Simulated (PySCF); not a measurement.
Molecule: `InChI=1S/C4H3FS/c5-4-2-1-3-6-4/h1-3H`.

Atoms are numbered as in `[F:1][c:2]1[cH:3][cH:4][cH:5][s:6]1`; H(Xn) means a hydrogen on atom n.

Geometry PBE0-D3(BJ)/def2-SVP throughout; GIAO in PySCF 2.14.0 with density-fitted response routines, gas phase, one conformer, non-relativistic; equivalent atoms averaged; functional PBE0.

(1) How do the absolute shieldings σ depend on the basis set? (ppm; last column core-seconds on shared hosts with different chips, so compare them loosely)

(2) Which nucleus moves most, in ppm?

(3) Taking the largest basis, pcSseg-2 (265 functions), as the yardstick, rank the others by their worst heavy-atom deviation.

Results:

(1) 
```csv
basis set,functions,F1,C2,C5,C4,C3,S6,H(C5),H(C4),H(C3),core-s
STO-3G,37,327.9,96.1,123.7,129.8,141.2,552.6,26.57,26.66,27.15,3.3
6-31G,64,305.8,29.9,82.5,80.3,95.2,394.7,26.03,25.78,26.16,5.6
pcSseg-0,64,294.4,3.7,62.9,60.2,76.6,355.3,26.47,26.09,26.54,4
6-31G*,94,317.6,30.4,85.0,77.2,93.7,378.1,25.78,25.38,25.80,8.2
def2-SVP,103,321.4,23.4,79.9,73.3,90.7,388.3,25.16,24.81,25.13,8.8
cc-pVDZ,103,317.1,26.5,81.9,74.6,92.1,385.6,24.95,24.70,25.08,7.2
pcSseg-1,124,305.8,7.1,64.5,55.7,74.1,314.8,24.83,24.48,24.73,17
aug-cc-pVDZ,169,321.0,25.3,79.8,74.4,91.6,376.0,24.70,24.56,24.89,14
"6-311+G(2d,p)",188,310.2,11.0,68.5,60.3,77.7,298.0,24.86,24.69,24.98,23
def2-TZVP,210,309.5,8.7,68.3,58.4,77.0,279.5,24.86,24.61,24.98,30
cc-pVTZ,226,307.5,10.9,69.2,59.9,78.4,341.8,24.69,24.51,24.87,21
IGLO-III,249,309.7,2.5,62.2,53.2,71.3,303.5,24.75,24.60,24.87,22
pcSseg-2,265,308.3,1.2,61.2,51.8,70.6,297.9,24.60,24.34,24.63,27
```

(2) S6 (aromatic ring sulfur): from 279.5 ppm with def2-TZVP to 552.6 ppm with STO-3G. The smallest spread is 1.97 ppm, at H(C5). Proton shifts span only some 12 ppm, so a few tenths of a ppm matter as much there as several ppm in carbon.

(3) IGLO-III 5.6 ppm (249 functions), 6-311+G(2d,p) 9.9 ppm (188 functions), pcSseg-1 16.9 ppm (124 functions), def2-TZVP 18.4 ppm (210 functions), cc-pVTZ 43.9 ppm (226 functions), pcSseg-0 57.4 ppm (64 functions), aug-cc-pVDZ 78.1 ppm (169 functions), 6-31G* 80.2 ppm (94 functions), cc-pVDZ 87.7 ppm (103 functions), def2-SVP 90.4 ppm (103 functions), 6-31G 96.8 ppm (64 functions), STO-3G 254.7 ppm (37 functions).

A small basis that lands close on one nucleus may do so by chance; judge by the trend and by all nuclei.
